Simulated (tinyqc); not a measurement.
Inside a calculation. Method: Hueckel theory of the pi electrons, for the molecule c1c[cH+]1 (SMILES; centres numbered as the heavy atoms are written). One step of it, computed by the program tinyqc.

Question. Energy, charges, bond orders. E = sum n x; q_r = z_r - P_rr; bond order p = P_rs; free valence = sqrt(3) - sum of p over the bonds of the atom.

x values: [2.000000, -1.000000, -1.000000]

occupations: [2.000000, 0.000000, 0.000000]

charge and bond-order matrix P, order 1C, 2C, 3C:
```
[[0.666667, 0.666667, 0.666667],
 [0.666667, 0.666667, 0.666667],
 [0.666667, 0.666667, 0.666667]]
```

Centres:
```
centre  z_r, pi electrons of the neutral centre         h
1C                                            1  0.000000
2C                                            1  0.000000
3C                                            1  0.000000
```

Bonds:
```
i  j  k
1  2  1
2  3  1
3  1  1
```

Give: pi energy = 2 alpha + this times beta; pi charges; Bond orders and lengths from R = 1.517 - 0.180 p; free valence of the carbons; gap between the highest filled and the next level.

Answer.

pi energy = 2 alpha + this times beta = 4.000

pi charges: [0.333, 0.333, 0.333]

Bond orders and lengths from R = 1.517 - 0.180 p (angstrom, C-C alone):
```
bond      p      R
1-2   0.667  1.397
2-3   0.667  1.397
3-1   0.667  1.397
```

free valence of the carbons: [0.399, 0.399, 0.399]

gap between the highest filled and the next level = 3.000 |beta|
